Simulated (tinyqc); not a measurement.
Coupled-perturbed Hartree-Fock on RHF in the sto-3g basis, for H2O, spin multiplicity 1, step by step. One step of it, computed by the program tinyqc.

Question. Coupled step 2. U_ai = -(mu_ai + sum_bj [4 (ai|bj) - (ab|ij) - (aj|bi)] U_bj) / (e_a - e_i); alpha = -4 sum U_ai mu_ai.

U after step 1, order a6, a7:
$$\begin{pmatrix}
-0.000732 & 0.019546 & 0.000000 & 0.516713 & 0.000000 \\
0.000000 & 0.000000 & 0.460416 & 0.000000 & 0.000000
\end{pmatrix}$$

dipole integrals <a|z|i> (bohr), order a6, a7:
$$\begin{pmatrix}
0.045846 & -0.155412 & 0.000000 & -0.541451 & 0.000000 \\
0.000000 & 0.000000 & -0.679252 & 0.000000 & 0.000000
\end{pmatrix}$$

orbital energies (hartree): MO1 -20.249634, MO2 -1.296068, MO3 -0.615489, MO4 -0.478980, MO5 -0.399703, MO6 0.647925, MO7 0.752523

Two-electron integrals over orbitals (pq|rs), unique and non-zero (hartree):
```
(11|11) 4.744159    (21|11) -0.412684   (21|21) 0.057298    (22|11) 1.001779
(22|21) -0.011993   (22|22) 0.735480    (31|31) 0.011572    (32|31) 0.018389
(32|32) 0.145845    (33|11) 0.817582    (33|21) -0.004380   (33|22) 0.657178
(33|33) 0.645906    (41|11) 0.197942    (41|21) -0.023808   (41|22) 0.017714
(41|33) 0.007035    (41|41) 0.028766    (42|11) -0.130403   (42|21) 0.009886
(42|22) 0.011495    (42|33) 0.006376    (42|41) 0.017327    (42|42) 0.119940
(43|31) -0.004297   (43|32) 0.015388    (43|43) 0.047527    (44|11) 0.999287
(44|21) -0.014234   (44|22) 0.670390    (44|33) 0.606033    (44|41) -0.011266
(44|42) -0.103782   (44|44) 0.786528    (51|51) 0.026057    (52|51) 0.032178
(52|52) 0.142484    (53|53) 0.029809    (54|51) -0.014555   (54|52) -0.050016
(54|54) 0.058688    (55|11) 1.115334    (55|21) -0.011554   (55|22) 0.746097
(55|33) 0.639058    (55|41) 0.005533    (55|42) -0.069722   (55|44) 0.729744
(55|55) 0.880159    (61|11) -0.237892   (61|21) 0.036114    (61|22) 0.001094
(61|33) 0.000594    (61|41) -0.001224   (61|42) 0.020748    (61|44) -0.020761
(61|55) -0.006126   (61|61) 0.032871    (62|11) 0.315542    (62|21) -0.006194
(62|22) 0.147079    (62|33) 0.083192    (62|41) 0.019071    (62|42) 0.017134
(62|44) 0.086843    (62|55) 0.161060    (62|61) 0.007780    (62|62) 0.105136
(63|31) 0.003787    (63|32) -0.032590   (63|43) -0.025230   (63|63) 0.063269
(64|11) 0.217937    (64|21) -0.002432   (64|22) 0.088816    (64|33) 0.044379
(64|41) 0.000856    (64|42) -0.038866   (64|44) 0.124151    (64|55) 0.114589
(64|61) -0.001527   (64|62) 0.058123    (64|64) 0.070073    (65|51) 0.015685
(65|52) 0.058603    (65|54) -0.003006   (65|65) 0.039121    (66|11) 0.826935
(66|21) -0.006885   (66|22) 0.629455    (66|33) 0.580837    (66|41) 0.021858
(66|42) 0.057366    (66|44) 0.556592    (66|55) 0.599582    (66|61) 0.009237
(66|62) 0.103409    (66|64) 0.043365    (66|66) 0.608797    (71|31) 0.015439
(71|32) 0.022797    (71|43) -0.005916   (71|63) 0.004492    (71|71) 0.020659
(72|31) 0.013502    (72|32) 0.034670    (72|43) -0.037471   (72|63) 0.036828
(72|71) 0.017080    (72|72) 0.059992    (73|11) 0.356512    (73|21) -0.007718
(73|22) 0.126179    (73|33) 0.089919    (73|41) -0.001060   (73|42) -0.081289
(73|44) 0.156759    (73|55) 0.184644    (73|61) -0.007591   (73|62) 0.076773
(73|64) 0.079716    (73|66) 0.036779    (73|73) 0.154097    (74|31) -0.010504
(74|32) -0.080762   (74|43) 0.004647    (74|63) 0.040666    (74|71) -0.013727
(74|72) -0.014713   (74|74) 0.072149    (75|53) 0.023389    (75|75) 0.023355
(76|31) 0.009161    (76|32) 0.096313    (76|43) 0.044216    (76|63) -0.056307
(76|71) 0.011507    (76|72) -0.014575   (76|74) -0.058347   (76|76) 0.110569
(77|11) 0.858543    (77|21) -0.008898   (77|22) 0.626018    (77|33) 0.617426
(77|41) 0.004667    (77|42) -0.008255   (77|44) 0.606996    (77|55) 0.621780
(77|61) -0.004623   (77|62) 0.068523    (77|64) 0.037298    (77|66) 0.573921
(77|73) 0.082158    (77|77) 0.620684
```

Give: U after step 2; polarisability.

Answer.

U after step 2, order a6, a7:
$$\begin{pmatrix}
-0.0006 & 0.0108 & 0.0000 & 0.5417 & 0.0000 \\
0.0000 & 0.0000 & 0.4579 & 0.0000 & 0.0000
\end{pmatrix}$$

polarisability = 2.4239 bohr^3
